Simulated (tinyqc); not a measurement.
CCSD on RHF in the sto-6g basis, for H2O, spin multiplicity 1, step by step (part 2 of 2). Computed by tinyqc, a small Python program that keeps every step (integrals from PySCF). Command: `OMP_NUM_THREADS=1 python tinyqc.py 24874 24875 out.jsonl` (the two numbers bound the seeds that draw the settings). One thread of a shared host (Intel(R) Xeon(R) Processor @ 2.60GHz), about 0.3 s of CPU time with the checks.

Geometry (angstrom):
```
atom         x          y         z
O     0.000000   0.000000  0.000000
H     0.000000   0.800000  0.590000
H     0.000000  -0.800000  0.590000
```

## Integrals over molecular orbitals

coefficients C, order 1O 1s, 1O 2s, 1O 2px, 1O 2py, 1O 2pz, 2H 1s, 3H 1s:
$$\begin{pmatrix}
0.996695 & -0.223293 & 0.000000 & 0.092126 & 0.000000 & -0.117737 & 0.000000 \\
0.015493 & 0.851439 & 0.000000 & -0.513234 & 0.000000 & 0.827717 & 0.000000 \\
0.000000 & 0.000000 & 0.000000 & 0.000000 & 1.000000 & 0.000000 & 0.000000 \\
0.000000 & 0.000000 & 0.605081 & 0.000000 & 0.000000 & 0.000000 & 0.974525 \\
0.002942 & 0.114882 & 0.000000 & 0.778238 & 0.000000 & 0.724845 & 0.000000 \\
-0.003501 & 0.152037 & 0.443438 & 0.289649 & 0.000000 & -0.776671 & -0.805652 \\
-0.003501 & 0.152037 & -0.443438 & 0.289649 & 0.000000 & -0.776671 & 0.805652
\end{pmatrix}$$

core Hamiltonian H = T + V (hartree), order 1O 1s, 1O 2s, 1O 2px, 1O 2py, 1O 2pz, 2H 1s, 3H 1s:
$$\begin{pmatrix}
-32.995826 & -7.293407 & 0.000000 & 0.000000 & -0.018078 & -1.618371 & -1.618371 \\
-7.293407 & -9.210996 & 0.000000 & 0.000000 & -0.203687 & -3.505025 & -3.505025 \\
0.000000 & 0.000000 & -7.445052 & 0.000000 & 0.000000 & 0.000000 & 0.000000 \\
0.000000 & 0.000000 & 0.000000 & -7.594372 & 0.000000 & -1.969616 & 1.969616 \\
-0.018078 & -0.203687 & 0.000000 & 0.000000 & -7.526268 & -1.514547 & -1.514547 \\
-1.618371 & -3.505025 & 0.000000 & -1.969616 & -1.514547 & -4.925354 & -1.397014 \\
-1.618371 & -3.505025 & 0.000000 & 1.969616 & -1.514547 & -1.397014 & -4.925354
\end{pmatrix}$$

Given earlier and not repeated: Two-electron integrals (ij|kl) in chemists' order.

(pq|rs) = sum C_ip C_jq C_kr C_ls (ij|kl), one index at a time.

one-electron integrals over orbitals h = C^T H C (hartree):
$$\begin{pmatrix}
-32.982489 & 0.570233 & 0.000000 & -0.228397 & 0.000000 & 0.307510 & 0.000000 \\
0.570233 & -7.680896 & 0.000000 & 0.469177 & 0.000000 & -1.368730 & 0.000000 \\
0.000000 & 0.000000 & -6.281999 & 0.000000 & 0.000000 & 0.000000 & -1.739091 \\
-0.228397 & 0.469177 & 0.000000 & -6.929807 & 0.000000 & -1.120052 & 0.000000 \\
0.000000 & 0.000000 & 0.000000 & 0.000000 & -7.445052 & 0.000000 & 0.000000 \\
0.307510 & -1.368730 & 0.000000 & -1.120052 & 0.000000 & -5.338000 & 0.000000 \\
0.000000 & 0.000000 & -1.739091 & 0.000000 & 0.000000 & 0.000000 & -5.607079
\end{pmatrix}$$

Two-electron integrals over orbitals (pq|rs), unique and non-zero (hartree):
```
(11|11) 4.762087    (21|11) -0.429990   (21|21) 0.062794    (22|11) 1.022080
(22|21) -0.014702   (22|22) 0.727414    (31|31) 0.011045    (32|31) 0.017339
(32|32) 0.140979    (33|11) 0.789721    (33|21) -0.004189   (33|22) 0.637316
(33|33) 0.623110    (41|11) 0.182304    (41|21) -0.023977   (41|22) 0.015060
(41|33) 0.005770    (41|41) 0.028309    (42|11) -0.138282   (42|21) 0.009374
(42|22) -0.004484   (42|33) 0.005715    (42|41) 0.018988    (42|42) 0.127296
(43|31) -0.003065   (43|32) 0.022715    (43|43) 0.048883    (44|11) 0.993378
(44|21) -0.012818   (44|22) 0.677534    (44|33) 0.591991    (44|41) -0.011063
(44|42) -0.103464   (44|44) 0.767926    (51|51) 0.026700    (52|51) 0.032571
(52|52) 0.146674    (53|53) 0.028112    (54|51) -0.012810   (54|52) -0.045400
(54|54) 0.053656    (55|11) 1.117086    (55|21) -0.011314   (55|22) 0.751141
(55|33) 0.621956    (55|41) 0.004497    (55|42) -0.071378   (55|44) 0.723056
(55|55) 0.880663    (61|11) -0.242784   (61|21) 0.037944    (61|22) -0.002270
(61|33) 0.000274    (61|41) -0.000903   (61|42) 0.020714    (61|44) -0.018146
(61|55) -0.005795   (61|61) 0.032607    (62|11) 0.309505    (62|21) -0.007578
(62|22) 0.141869    (62|33) 0.073046    (62|41) 0.018855    (62|42) 0.023584
(62|44) 0.085240    (62|55) 0.156244    (62|61) 0.006590    (62|62) 0.100603
(63|31) 0.002940    (63|32) -0.041557   (63|43) -0.031564   (63|63) 0.074319
(64|11) 0.225243    (64|21) -0.001797   (64|22) 0.102776    (64|33) 0.043546
(64|41) 0.002208    (64|42) -0.032907   (64|44) 0.123223    (64|55) 0.122519
(64|61) 0.000199    (64|62) 0.062320    (64|64) 0.073567    (65|51) 0.015283
(65|52) 0.057730    (65|54) 0.000223    (65|65) 0.037436    (66|11) 0.800073
(66|21) -0.007586   (66|22) 0.607467    (66|33) 0.565951    (66|41) 0.020584
(66|42) 0.056883    (66|44) 0.548055    (66|55) 0.584870    (66|61) 0.007978
(66|62) 0.095483    (66|64) 0.045505    (66|66) 0.594131    (71|31) 0.015510
(71|32) 0.022825    (71|43) -0.004477   (71|63) 0.003724    (71|71) 0.021827
(72|31) 0.014194    (72|32) 0.045174    (72|43) -0.032388   (72|63) 0.033813
(72|71) 0.018939    (72|72) 0.063706    (73|11) 0.366408    (73|21) -0.007078
(73|22) 0.147677    (73|33) 0.090664    (73|41) -0.000762   (73|42) -0.075429
(73|44) 0.158021    (73|55) 0.193688    (73|61) -0.006349   (73|62) 0.076025
(73|64) 0.082511    (73|66) 0.039346    (73|73) 0.153552    (74|31) -0.009102
(74|32) -0.075105   (74|43) -0.001351   (74|63) 0.047608    (74|71) -0.012525
(74|72) -0.017129   (74|74) 0.068204    (75|53) 0.023830    (75|75) 0.024740
(76|31) 0.009027    (76|32) 0.096983    (76|43) 0.051742    (76|63) -0.067871
(76|71) 0.011990    (76|72) -0.007119   (76|74) -0.058810   (76|76) 0.117564
(77|11) 0.866253    (77|21) -0.009051   (77|22) 0.621628    (77|33) 0.604000
(77|41) 0.003742    (77|42) -0.016178   (77|44) 0.603226    (77|55) 0.622573
(77|61) -0.004796   (77|62) 0.068742    (77|64) 0.043289    (77|66) 0.563068
(77|73) 0.095731    (77|77) 0.615315
```

## CCSD: starting amplitudes

orbital energies (hartree): MO1 -20.504721, MO2 -1.255082, MO3 -0.605939, MO4 -0.448107, MO5 -0.393052, MO6 0.556303, MO7 0.696255

t_ij^ab = <ij||ab> / (e_i + e_j - e_a - e_b), whose energy is MP2.

Starting amplitudes (spin orbitals 1a, 1b, ...; amplitudes related by a flip of all spins are not repeated; the 24 largest):
```
from      to          t
3a 3b  7a 7b  -0.058959
4a 4b  6a 6b  -0.036622
3a 4b  6b 7a   0.035772
3a 3b  6a 6b  -0.031972
4a 4b  7a 7b  -0.029800
2a 2b  6a 6b  -0.027770
2a 3b  6a 7b  -0.024417
2a 4b  6a 6b  -0.022132
3a 4b  6a 7b  -0.020640
5a 5b  6a 6b  -0.019717
2a 2b  7a 7b  -0.016324
3a 4a  6a 7a   0.015132
2a 3a  6a 7a  -0.013557
5a 5b  7a 7b  -0.011356
2a 3b  6b 7a   0.010860
2a 4b  7a 7b   0.005533
1a 2b  7a 7b  -0.000818
1a 1b  6a 6b  -0.000774
1a 4b  7a 7b   0.000561
1a 1b  7a 7b  -0.000515
1a 3a  6a 7a   0.000450
1a 2b  6a 6b  -0.000288
1a 3b  6a 7b   0.000284
1a 3b  6b 7a   0.000167
```

correlation energy = -0.03857224 hartree

## CCSD: amplitude update 1

t_i^a D_i^a and t_ij^ab D_ij^ab are set to the remaining terms of the spin-orbital equations, evaluated with the old amplitudes; for the doubles these are <ij||ab> + 1/2 <ab||ef> t_ij^ef + 1/2 <mn||ij> t_mn^ab + P(ij)P(ab) <mb||ej> t_im^ae + terms in t^2 + terms with t1, D the orbital-energy denominators.

Amplitudes after update 1 (spin orbitals 1a, 1b, ...; amplitudes related by a flip of all spins are not repeated; the 24 largest):
```
from      to          t
3a 3b  7a 7b  -0.074687
3a 4b  6b 7a   0.046330
4a 4b  6a 6b  -0.046137
3a 3b  6a 6b  -0.043196
4a 4b  7a 7b  -0.038728
2a 2b  6a 6b  -0.031698
3a 4b  6a 7b  -0.030889
2a 4b  6a 6b  -0.030743
2a 3b  6a 7b  -0.030668
5a 5b  6a 6b  -0.024378
2a 2b  7a 7b  -0.017960
2a 3b  6b 7a   0.017111
3a 4a  6a 7a   0.015441
2a 3a  6a 7a  -0.013557
5a 5b  7a 7b  -0.012278
4a        6a  -0.006869
2a 4b  7a 7b   0.005007
3a        7a  -0.002987
1a 2b  7a 7b  -0.000776
1a 1b  6a 6b  -0.000675
2a        6a  -0.000587
1a 4b  7a 7b   0.000509
1a 3a  6a 7a   0.000456
1a 1b  7a 7b  -0.000435
```

correlation energy = -0.04897649 hartree

## CCSD: convergence

E_corr = 1/4 sum <ij||ab> t_ij^ab + 1/2 sum <ij||ab> t_i^a t_j^b; stop when the norm of the change is below 1e-8.

Course of the amplitude iterations:
```
update  correlation energy (hartree)  norm of the change
0                        -0.03857224                   -
1                        -0.04897649            7.35e-02
2                        -0.05230173            2.80e-02
3                        -0.05350663            1.19e-02
4                        -0.05398152            5.36e-03
5                        -0.05417954            2.54e-03
6                        -0.05426559            1.25e-03
7                        -0.05430425            6.33e-04
8                        -0.05432213            3.26e-04
9                        -0.05433061            1.70e-04
10                       -0.05433472            8.97e-05
11                       -0.05433676            4.75e-05
12                       -0.05433778            2.52e-05
13                       -0.05433831            1.34e-05
14                       -0.05433857            7.14e-06
15                       -0.05433871            3.81e-06
16                       -0.05433879            2.03e-06
17                       -0.05433882            1.09e-06
18                       -0.05433885            5.80e-07
19                       -0.05433886            3.10e-07
20                       -0.05433886            1.66e-07
21                       -0.05433886            8.87e-08
22                       -0.05433887            4.75e-08
23                       -0.05433887            2.54e-08
24                       -0.05433887            1.36e-08
25                       -0.05433887            7.29e-09
```

Converged amplitudes (spin orbitals 1a, 1b, ...; amplitudes related by a flip of all spins are not repeated; the 24 largest):
```
from      to          t
3a 3b  7a 7b  -0.082617
4a 4b  6a 6b  -0.054195
3a 4b  6b 7a   0.052811
3a 3b  6a 6b  -0.048710
4a 4b  7a 7b  -0.044408
3a 4b  6a 7b  -0.040024
2a 4b  6a 6b  -0.035826
2a 2b  6a 6b  -0.032630
2a 3b  6a 7b  -0.032275
5a 5b  6a 6b  -0.026512
2a 3b  6b 7a   0.021148
2a 2b  7a 7b  -0.017519
4a        6a  -0.016095
3a 4a  6a 7a   0.012787
5a 5b  7a 7b  -0.011274
2a 3a  6a 7a  -0.011127
2a 4b  7a 7b   0.003789
3a        7a  -0.003278
1a 2b  7a 7b  -0.000752
1a 1b  6a 6b  -0.000666
1a 4b  7a 7b   0.000484
1a 3a  6a 7a   0.000447
1a 1b  7a 7b  -0.000424
1a 2b  6a 6b  -0.000269
```

CCSD total energy = -75.73307825 hartree

T1 diagnostic, norm of the one-spin t1 over sqrt(correlated electrons) = 0.005195

Converged in 25 updates.
